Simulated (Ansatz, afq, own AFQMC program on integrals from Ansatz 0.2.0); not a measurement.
AFQMC on a folder of integrals that Ansatz 0.2.0 wrote.

```yaml
crystal:
  periodic: [false, false, false]
  atoms:
    - {symbol: Br, position_ang: [-0.429244, 0.000000, 0.000000]}
    - {symbol: H, position_ang: [1.185756, 0.000000, 0.000000]}
    - {symbol: B, position_ang: [2.500756, 0.000000, 0.000000]}
    - {symbol: H, position_ang: [3.009829, 0.000000, 1.077008]}
    - {symbol: H, position_ang: [3.009829, 0.000000, -1.077008]}
basis:
  gaussian: {orbitals: cc-pVTZ}
magnetization: {spin_polarized: true, initial_magnetization: 1}
correlation: {method: ccsd_t, electrons: outside_noble_gas, hamiltonian_folder: ham}
```

```sh
$ ansatz run in.yaml --threads 1 --pin off --events-out ev --progress --plain --max-ram 15360MiB --backend cuda --devices 0, --max-vram 18GiB
```

afq runs on the folder ham with

```
--method phaseless --trial cisd --walkers 900 --populations 20 --least-time 60 --time-step 0.005 --steps-per-block 50 --equilibration-blocks 28 --max-blocks 4000 --target-error 0.00021 --factor-cut 1e-05 --start spin_pure --seed 8504 --release-times 0.24,0.51,0.99,1.62,2.4 --release-step 0.03 --release-every 3 --taylor-order 6
```

Times are imaginary, in 1/Eh. The walk had a cap of 231 s. With eight or more populations the least sampling time is a fifth of least-time, and the error comes from their spread. Filled inner d shells are frozen with the cores.

```
orbitals 100  electrons 7 6  factors 623 of 682
reference energy -2598.80970155 Eh
CCSD correlation -0.30559125 Eh in 11 cycles, weight of the determinant in the CISD state 0.8735
energy of the start -2599.114143 Eh
 block  time / (1/Eh)  mean weight  energy / Eh
     1     0.250  0.9997  -2599.110234
     2     0.500  1.0000  -2599.113581
     3     0.750  1.0001  -2599.117243
     4     1.000  0.9993  -2599.120723
     5     1.250  0.9993  -2599.122397
     8     2.000  0.9998  -2599.124486
    11     2.750  1.0002  -2599.125924
    17     4.250  1.0008  -2599.125416
    23     5.750  0.9995  -2599.126292
    29     7.250  0.9998  -2599.125389
    35     8.750  1.0005  -2599.125240
    39     9.750  0.9998  -2599.128767
    41    10.250  1.0006  -2599.127023
    47    11.750  1.0000  -2599.127142
    53    13.250  0.9993  -2599.126245
    59    14.750  0.9994  -2599.125546
    65    16.250  1.0002  -2599.127980
    71    17.750  0.9997  -2599.126638
    77    19.250  0.9994  -2599.126378
    83    20.750  1.0000  -2599.124290
    89    22.250  0.9994  -2599.125380
    95    23.750  1.0005  -2599.126852
    97    24.250  0.9993  -2599.124079
error from the spread of 20 populations
released: time / (1/Eh)  energy / Eh  error  mean overlap
  0.24  -2599.126298  0.000219  1.0065
  0.51  -2599.126620  0.000236  1.0026
  0.99  -2599.126624  0.000209  0.9991
  1.62  -2599.126411  0.000236  1.0083
  2.40  -2599.126302  0.000289  1.0123
energy -2599.126320 +/- 0.000205 Eh
(rows thinned)
```

(1) Estimate how long the walk took on 1 × NVIDIA H100 80GB HBM3 with 2 threads of AMD EPYC 7R13 Processor (Zen 3), on a shared host (the card was shared).

The run passed its tests (sampling time, drift between the halves within three errors, error under three times the target), which doesn't prove that it has relaxed.

Against this walk (error 5.6 meV) on the same determinant: CCSD(T) 30.8 meV higher. The error is statistical and leaves out the bias of the constraint. Released to 2.40 1/Eh the energy moves by 0 ± 10 meV (both errors), within twice the noise.

Cautions: constraint bias not in the error; no relativity below Rb; no spin-orbit coupling; inner d shell frozen.

Results:

(1) 74 s of wall time.

A walk keeps the symmetry of its determinant, which the program's search chose and which needn't be the lowest solution, so a lower state of the same spin and another symmetry isn't excluded.
